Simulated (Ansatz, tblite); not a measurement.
Removing and adding an electron: cyclo-(SiH2)3 (Si₃H₆). Charge 0, multiplicity 1. Geometry: PBE-D4/def2-TZVP. Ansatz, gas phase; energy differences of separate SCF runs; the oxidised species was run as a doublet alone; the reduced species was run as a doublet alone.

```csv
atom,x (Å),y (Å),z (Å)
Si1,0.5966,-1.2117,-0.0425
H2,1.4230,-1.6830,-1.1931
H3,0.5004,-2.2191,1.0551
Si4,-1.2551,0.1523,-0.4770
H5,-2.4803,-0.0229,0.3579
H6,-1.5633,0.5115,-1.8929
Si7,0.6582,1.0593,0.5203
H8,0.6003,1.4433,1.9618
H9,1.5202,1.9704,-0.2896
```

The xTB rows come from tblite. Correlated methods freeze 15 core orbitals. HOMO above LUMO, or a gap near zero within one spin, warns that the state may not be the lowest or that an electron is smeared out.

```json
{"level": "GFN1-xTB", "−HOMO (eV)": "10.63", "vertical IE (eV)": "12.83", "−LUMO (eV)": "8.11", "vertical EA (eV)": "5.54", "HOMO–LUMO gap (eV)": "2.52", "IE − EA (eV)": "7.29", "remarks": "–"}
{"level": "GFN2-xTB", "−HOMO (eV)": "8.66", "vertical IE (eV)": "11.26", "−LUMO (eV)": "5.59", "vertical EA (eV)": "3.02", "HOMO–LUMO gap (eV)": "3.07", "IE − EA (eV)": "8.24", "remarks": "–"}
{"level": "HF/def2-TZVPD", "−HOMO (eV)": "–", "vertical IE (eV)": "–", "−LUMO (eV)": "–", "vertical EA (eV)": "-1.39", "HOMO–LUMO gap (eV)": "–", "IE − EA (eV)": "–", "remarks": "HOMO above zero (-1 doublet)"}
{"level": "HF/def2-TZVPP", "−HOMO (eV)": "–", "vertical IE (eV)": "7.96", "−LUMO (eV)": "–", "vertical EA (eV)": "–", "HOMO–LUMO gap (eV)": "–", "IE − EA (eV)": "–", "remarks": "–"}
{"level": "PBE-D4/def2-TZVP", "−HOMO (eV)": "5.97", "vertical IE (eV)": "8.72", "−LUMO (eV)": "2.02", "vertical EA (eV)": "–", "HOMO–LUMO gap (eV)": "3.95", "IE − EA (eV)": "–", "remarks": "gap within one spin near zero (+1 doublet)"}
{"level": "PBE-D4/def2-TZVPD", "−HOMO (eV)": "5.98", "vertical IE (eV)": "–", "−LUMO (eV)": "2.07", "vertical EA (eV)": "-0.22", "HOMO–LUMO gap (eV)": "3.91", "IE − EA (eV)": "–", "remarks": "HOMO above zero (-1 doublet)"}
{"level": "r2SCAN-D4/def2-TZVP", "−HOMO (eV)": "6.18", "vertical IE (eV)": "8.73", "−LUMO (eV)": "1.87", "vertical EA (eV)": "–", "HOMO–LUMO gap (eV)": "4.31", "IE − EA (eV)": "–", "remarks": "–"}
{"level": "r2SCAN-D4/def2-TZVPD", "−HOMO (eV)": "6.17", "vertical IE (eV)": "–", "−LUMO (eV)": "1.89", "vertical EA (eV)": "-0.23", "HOMO–LUMO gap (eV)": "4.28", "IE − EA (eV)": "–", "remarks": "HOMO above zero (-1 doublet)"}
{"level": "PBE0-D4/def2-TZVP", "−HOMO (eV)": "6.94", "vertical IE (eV)": "8.80", "−LUMO (eV)": "1.18", "vertical EA (eV)": "–", "HOMO–LUMO gap (eV)": "5.75", "IE − EA (eV)": "–", "remarks": "–"}
{"level": "PBE0-D4/def2-TZVPD", "−HOMO (eV)": "6.94", "vertical IE (eV)": "–", "−LUMO (eV)": "1.23", "vertical EA (eV)": "-0.31", "HOMO–LUMO gap (eV)": "5.70", "IE − EA (eV)": "–", "remarks": "HOMO above zero (-1 doublet)"}
{"level": "MP2/def2-TZVPD", "−HOMO (eV)": "–", "vertical IE (eV)": "–", "−LUMO (eV)": "–", "vertical EA (eV)": "-0.56", "HOMO–LUMO gap (eV)": "–", "IE − EA (eV)": "–", "remarks": "HOMO above zero (-1 doublet)"}
{"level": "MP2/def2-TZVPP", "−HOMO (eV)": "–", "vertical IE (eV)": "8.87", "−LUMO (eV)": "–", "vertical EA (eV)": "–", "HOMO–LUMO gap (eV)": "–", "IE − EA (eV)": "–", "remarks": "–"}
{"level": "CCSD/def2-TZVPD", "−HOMO (eV)": "–", "vertical IE (eV)": "–", "−LUMO (eV)": "–", "vertical EA (eV)": "-0.66", "HOMO–LUMO gap (eV)": "–", "IE − EA (eV)": "–", "remarks": "HOMO above zero (-1 doublet)"}
{"level": "CCSD/def2-TZVPP", "−HOMO (eV)": "–", "vertical IE (eV)": "8.80", "−LUMO (eV)": "–", "vertical EA (eV)": "–", "HOMO–LUMO gap (eV)": "–", "IE − EA (eV)": "–", "remarks": "–"}
{"level": "CCSD(T)/def2-TZVPD", "−HOMO (eV)": "–", "vertical IE (eV)": "–", "−LUMO (eV)": "–", "vertical EA (eV)": "-0.56", "HOMO–LUMO gap (eV)": "–", "IE − EA (eV)": "–", "remarks": "HOMO above zero (-1 doublet)"}
{"level": "CCSD(T)/def2-TZVPP", "−HOMO (eV)": "–", "vertical IE (eV)": "8.85", "−LUMO (eV)": "–", "vertical EA (eV)": "–", "HOMO–LUMO gap (eV)": "–", "IE − EA (eV)": "–", "remarks": "–"}
```

   A HOMO above zero means that the electron is unbound at that level or that self-interaction error raises the level; the energy of removing that electron tells which. Raw xTB energy differences between charge states are shifted by several eV; the methods need an empirical correction for them. A negative affinity means that the extra electron isn't bound; its size then hangs on the basis.
